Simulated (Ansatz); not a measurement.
Elastic constant C12 of tetradymite Bi₂Se₃ at several levels of theory

No measured value is used here.

```json
[
 {"level (code)": "LDA (Ansatz)", "value (GPa)": "20.6", "cell (Å³/atom)": "28.38"},
 {"level (code)": "PBE (Ansatz)", "value (GPa)": "17.0", "cell (Å³/atom)": "31.88"},
 {"level (code)": "PBEsol (Ansatz)", "value (GPa)": "23.5", "cell (Å³/atom)": "28.17"},
 {"level (code)": "PBEsol+SOC (Ansatz)", "value (GPa)": "25.7", "cell (Å³/atom)": "27.88"},
 {"level (code)": "PBE-D3(BJ) (Ansatz)", "value (GPa)": "23.6", "cell (Å³/atom)": "28.22"},
 {"level (code)": "r²SCAN (Ansatz)", "value (GPa)": "29.0", "cell (Å³/atom)": "28.38"},
 {"level (code)": "r²SCAN+rVV10 (Ansatz)", "value (GPa)": "24.8", "cell (Å³/atom)": "29.04"}
]
```

Density-functional levels without +SOC have no spin–orbit coupling. PBE, PBEsol, PBEsol+SOC: the cell comes from a level without a dispersion term, which matters for the spacing of layers, chains or molecules. PBE-D3(BJ): the dispersion coefficients are held fixed in the derivatives. Values are at the level's own relaxed cell; LDA at the measured cell; r²SCAN at the measured cell. Cutoffs differ between the levels. Ansatz's density-functional and Hartree–Fock values are scalar-relativistic unless marked +SOC, with PAW data made under PBE.

Ansatz is a first-principles code.
